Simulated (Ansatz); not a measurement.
Results of PBE-D4 (Ansatz, a first-principles code, plane waves, PAW) for cuprite Ag₂O.

Numerical settings: plane-wave cutoff 520 eV, 8×8×8 k mesh, Fermi–Dirac smearing 0.01 eV, no spin polarisation, scalar-relativistic PAW data made under PBE.

Energies at three volumes about the minimum:

```json
[
 {"V (Å³/atom)": "17.490", "E − E_lowest (meV/atom)": "1.81"},
 {"V (Å³/atom)": "17.847", "E − E_lowest (meV/atom)": "0.00"},
 {"V (Å³/atom)": "18.204", "E − E_lowest (meV/atom)": "1.70"}
]
```

### Question
Fit a parabola by hand: where is the minimum, what lattice constant follows, and what is the bulk modulus?

### Answer
Slopes: (0.00 − 1.81)/(17.847 − 17.490) = -5.070 and (1.70 − 0.00)/(18.204 − 17.847) = 4.762 meV/Å³. Curvature E″ = 2 × (4.762 − (-5.070))/(18.204 − 17.490) = 27.541 meV/Å⁶. From the middle of the first interval, the slope vanishes at V0 = 17.6685 − (-5.070)/27.541 = 17.853 Å³/atom. B = V0 E″ = 17.853 × 27.541 meV/Å³ × 0.1602 GPa per meV/Å³ = 78.8 GPa. With 6 atoms in the cube, a = (6 × 17.853)^(1/3) = 4.749 Å. The full Birch–Murnaghan fit to all volumes gives V0 = 17.845 Å³/atom and B0 = 78.8 GPa.

Measured, for comparison: lattice constant a 4.745 Å (15 K, zero-point motion not removed; as tabulated in Gupta et al. (2014), arXiv:1311.4701).
